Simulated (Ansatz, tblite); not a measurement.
# BH2Br: one state, many levels

An exercise on one series of results from a longer session: the logs are not shown, and one member is left open.

Computed with Ansatz 0.2.0, Gaussian basis. Level: as each input shows.

Levels to be run: GFN1-xTB, GFN2-xTB, PBE-D4/def2-TZVP, r2SCAN-D4/def2-TZVP, PBE-QIDH/def2-TZVP, CAM-B3LYP-D4/def2-TZVP, BLYP-D4/def2-TZVP, B2PLYP/def2-TZVP, revPBE-D4/def2-TZVP, ωB97X-V/def2-TZVP, r2SCANh-D4/def2-TZVP, PBE-D4/def2-SVP, PBE0-D4/def2-SVP, PBE0-D4/def2-TZVPD, PBE-D4/def2-TZVPD, r2SCAN-D4/def2-TZVPD, CCSD(T)/def2-TZVPP, MP2/def2-TZVP, RPA/def2-TZVP, CCSD(T)/def2-TZVPD.

### The relaxed structure

The geometry is that of the singlet, from an earlier relaxation (r2SCAN-D4/def2-TZVP).

4 atoms, charge 0, spin multiplicity 1.

Bond lengths: B1–H2 1.188 Å, B1–H3 1.188 Å, B1–Br4 1.896 Å. Angles: H2–B1–H3 124.5°, H2–B1–Br4 117.7°, H3–B1–Br4 117.7°.

As a file:

```xyz
4
charge 0, multiplicity 1
B     0.10218    0.16924   -0.00052
H     1.28763    0.09910    0.01575
H    -0.51197    1.18556   -0.01961
Br   -0.87784   -1.45390    0.00437
```

PBE0-D4/def2-TZVP was run before; its log isn't repeated, and its numbers join the tables.

Set-up of the first run:

Tight binding, by tblite at 300 K electronic temperature and without a spin-polarisation term:

```python
tblite.interface.Calculator('GFN1-xTB', numbers, positions, charge=0, uhf=0).singlepoint()
```

Tight binding, by tblite at 300 K electronic temperature and without a spin-polarisation term:

```python
tblite.interface.Calculator('GFN2-xTB', numbers, positions, charge=0, uhf=0).singlepoint()
```

start.molden holds the orbitals of an earlier run on this state, given as this run's starting guess.

The input, in.yaml:

```yaml
crystal:
  periodic: [false, false, false]
  atoms:
    - {symbol: B, position_ang: [0.102182, 0.169236, -0.000518]}
    - {symbol: H, position_ang: [1.287630, 0.099098, 0.015754]}
    - {symbol: H, position_ang: [-0.511973, 1.185563, -0.019609]}
    - {symbol: Br, position_ang: [-0.877840, -1.453897, 0.004373]}
basis:
  gaussian: {orbitals: def2-TZVP, initial_orbitals: start.molden}
hamiltonian: {xc: pbe, dispersion: d4}
scf: {omitted_lower_state_checks: [starts]}
output: {orbitals: {seedname: orbitals}}
```

On the command line:

```
ansatz run in.yaml --threads 4 --pin off --events-out ev --progress --plain --max-ram 3916MiB
```

Among the steps run: PBE-D4/def2-TZVP; r2SCAN-D4/def2-TZVP; PBE-QIDH/def2-TZVP; CAM-B3LYP-D4/def2-TZVP; BLYP-D4/def2-TZVP; B2PLYP/def2-TZVP; revPBE-D4/def2-TZVP; ωB97X-V/def2-TZVP; r2SCANh-D4/def2-TZVP; PBE-D4/def2-SVP; PBE0-D4/def2-SVP; PBE0-D4/def2-TZVPD; PBE-D4/def2-TZVPD; r2SCAN-D4/def2-TZVPD; CCSD(T)/def2-TZVPP; MP2/def2-TZVP; RPA/def2-TZVP; CCSD(T)/def2-TZVPD.

One table of the session follows, with a row left open; its other results are not shown here.

| level | HOMO (eV) | LUMO (eV) | gap (eV) |
| --- | --- | --- | --- |
| PBE-D4/def2-SVP | -6.80 | -2.88 | 3.92 |
| PBE-D4/def2-TZVP | -6.95 | -2.99 | 3.96 |
| PBE-D4/def2-TZVPD | -6.97 | -3.02 | 3.95 |
| revPBE-D4/def2-TZVP | -6.91 | -2.89 | 4.03 |
| BLYP-D4/def2-TZVP | -6.81 | -2.82 | 3.98 |
| r2SCAN-D4/def2-TZVP | -7.24 | -2.63 | 4.60 |
| r2SCAN-D4/def2-TZVPD | -7.24 | -2.64 | 4.60 |
| r2SCANh-D4/def2-TZVP | ? | ? | ? |
| PBE0-D4/def2-SVP | -8.12 | -1.93 | 6.19 |
| PBE0-D4/def2-TZVP | -8.22 | -2.01 | 6.21 |
| PBE0-D4/def2-TZVPD | -8.24 | -2.04 | 6.20 |
| CAM-B3LYP-D4/def2-TZVP | -9.56 | -0.90 | 8.66 |
| ωB97X-V/def2-TZVP | -10.59 | 0.20 | 10.79 |

Estimate the missing values for r2SCANh-D4/def2-TZVP.

As computed: HOMO (eV): -7.71; LUMO (eV): -2.29; gap (eV): 5.41. In the column «HOMO (eV)» it lies between PBE0-D4/def2-SVP (-8.12) and r2SCAN-D4/def2-TZVP (-7.24).
